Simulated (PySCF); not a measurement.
# C3H8S2 (1,3-propanedithiol): the cost of one run

Programs: PySCF 2.14.0, with routines of our own; each step states its level. All values are computed. Atoms count from 0.

### 1 The starting structure

13 atoms, charge 0, multiplicity 1; geometry from: GFN2-xTB.

### 2 Optimising the geometry at PBE0-D3(BJ)/def2-TZVP

Job settings and geometry (Å):

```
{"job": {"xc": "PBE0", "basis": "def2-TZVP", "d3": "d3bj", "grid": 2, "kind": "geom"}, "charge": 0, "multiplicity": 1}
S     -2.731050     0.411854     0.430121
C     -0.939331     0.633264     0.697197
C     -0.149178    -0.613761     0.332470
C      1.336378    -0.438826     0.612248
S      2.097836     0.885510    -0.393005
H     -2.666367     0.285217    -0.893945
H     -0.840364     0.858694     1.758971
H     -0.609861     1.496201     0.118652
H     -0.299609    -0.846978    -0.725683
H     -0.517151    -1.460889     0.916976
H      1.883948    -1.360392     0.417201
H      1.504900    -0.135143     1.644995
H      1.925460     0.285737    -1.569701
```

The run is started by

```bash
$ OMP_NUM_THREADS=1 python excited_run.py task.json out
```

One launch serves the whole session: the jobs run in the order shown.

Q: Estimate the wall time and peak memory of this first job on 1 thread of Arm Neoverse V1, shared host.

About 1.8 min, with a peak of 0.89 GiB.
